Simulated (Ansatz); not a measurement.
**CH₄B radical (SMILES [BH]C): functionals against CCSD(T) at one geometry**

An exercise on one series of results from a longer session: the logs are not shown, and one member is left open.

Program: Ansatz 0.2.0, Gaussian basis. Level of theory: single points in def2-TZVPP. These are calculated values, not measurements.

Correlated methods freeze the cores. Orbitals are unrestricted.

### Starting geometry

SMILES `[BH]C`, 6 atoms, charge 0, spin multiplicity 2.

Atoms are counted from 1 here; the program's logs count them from 0.

Bond lengths: B1–C2 1.520 Å, B1–H3 1.216 Å, C2–H4 1.096 Å, C2–H5 1.120 Å, C2–H6 1.110 Å. Angles: C2–B1–H3 130.0°, B1–C2–H4 119.8°, B1–C2–H5 101.0°, B1–C2–H6 106.3°, H4–C2–H5 111.3°, H4–C2–H6 113.8°, H5–C2–H6 102.7°.

Geometry (Å):

```xyz
6

B     0.2875   -1.0988    0.3144
C    -0.2525    0.2415   -0.1558
H     1.2597   -1.3521    0.9993
H    -1.1247    0.2744   -0.8180
H     0.6526    0.6735   -0.6535
H    -0.3564    0.8716    0.7521
```

The first run:

run/in.yaml

```yaml
crystal:
  periodic: [false, false, false]
  atoms:
    - {symbol: B, position_ang: [0.287500, -1.098800, 0.314400]}
    - {symbol: C, position_ang: [-0.252500, 0.241500, -0.155800]}
    - {symbol: H, position_ang: [1.259700, -1.352100, 0.999300]}
    - {symbol: H, position_ang: [-1.124700, 0.274400, -0.818000]}
    - {symbol: H, position_ang: [0.652600, 0.673500, -0.653500]}
    - {symbol: H, position_ang: [-0.356400, 0.871600, 0.752100]}
basis:
  gaussian: {orbitals: def2-TZVPP}
magnetization: {spin_polarized: true, initial_magnetization: 1}
correlation: {method: ccsd_t}
scf: {omitted_lower_state_checks: [cluster_reference]}
output: {forces: true}
```

Command:

```bash
ansatz run in.yaml --threads 4 --pin off --events-out ev --progress --plain --max-ram 5222MiB
```

Steps of the session up to this table: CCSD(T)/def2-TZVPP; PBE0-D4/def2-TZVPP; wB97M-V/def2-TZVPP; r2SCAN-D4/def2-TZVPP; PBE-D4/def2-TZVPP; wB97X-V/def2-TZVPP; HSE06-D4/def2-TZVPP.

One of the session's tables, all rows but one given; the rest of the session is left out.

| method | RMS force component (eV/Å) | angle to CCSD(T) forces (°) | dipole (D) |
| --- | --- | --- | --- |
| CCSD(T) | 0.464 | reference | 1.24 |
| PBE0-D4 | 0.376 | 15.7 | 1.33 |
| wB97M-V | 0.403 | 15.4 | 1.34 |
| r2SCAN-D4 | ? | ? | ? |
| PBE-D4 | 0.306 | 23.7 | 1.41 |
| wB97X-V | 0.416 | 7.0 | 1.33 |
| HSE06-D4 | 0.374 | 15.7 | 1.33 |

Estimate the missing values for r2SCAN-D4.

**Answer.** RMS force component (eV/Å): 0.375; angle to CCSD(T) forces (°): 17.1; dipole (D): 1.33. In the column «RMS force component (eV/Å)» it lies between HSE06-D4 (0.374) and PBE0-D4 (0.376).
